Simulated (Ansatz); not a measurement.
# AlP+ (quartet): wave-function methods side by side, def2-QZVPP

One table from this session's results is given with a row withheld; the runs are named, their logs left out.

Program: Ansatz 0.2.0, Gaussian basis. Level of theory: def2-QZVPP, core rule «outside noble gas», up to 10 orbitals frozen. These are calculated values, not measurements.

The runs, in order: UHF; ROHF; CCSD(T) on UHF.

### The geometry

The geometry is a PBE0/def2-TZVP stationary point (not a proven minimum).

2 atoms, charge 1, spin multiplicity 4.

Atoms are counted from 1 here; the program's logs count them from 0.

Bond lengths: Al1–P2 2.460 Å.

Coordinates:

```xyz
2

Al    0.00000    0.00000    0.00000
P     0.00000    0.00000    2.45980
```

The first run:

Input file in.yaml:

```yaml
crystal:
  periodic: [false, false, false]
  atoms:
    - {symbol: Al, position_ang: [0.000000, 0.000000, 0.000000]}
    - {symbol: P, position_ang: [0.000000, 0.000000, 2.459800]}
basis:
  gaussian: {orbitals: "def2-QZVPP.json"}
total_charge: 1
magnetization: {spin_polarized: true, initial_magnetization: 3}
hamiltonian: {xc: hf}
output: {orbitals: {seedname: orbitals}}
```

The run is started by

```console
ansatz run in.yaml --threads 1 --pin off --events-out ev --progress --plain --max-ram 2393MiB
```

Steps of the session up to this table: UHF; ROHF; CCSD(T) on UHF.

One table of the session follows, with a row left open; its other results are not shown here.

```
  method  from UCCSD(T) (kcal/mol)
    ROHF                         ?
     UHF                   +103.82
    UMP2                    +21.26
   UCCSD                     +5.08
UCCSD(T)                         0
```

**Question.** Estimate the row for ROHF.

The run gave: from UCCSD(T) (kcal/mol): +108.69. In the column «from UCCSD(T) (kcal/mol)» it is the highest.
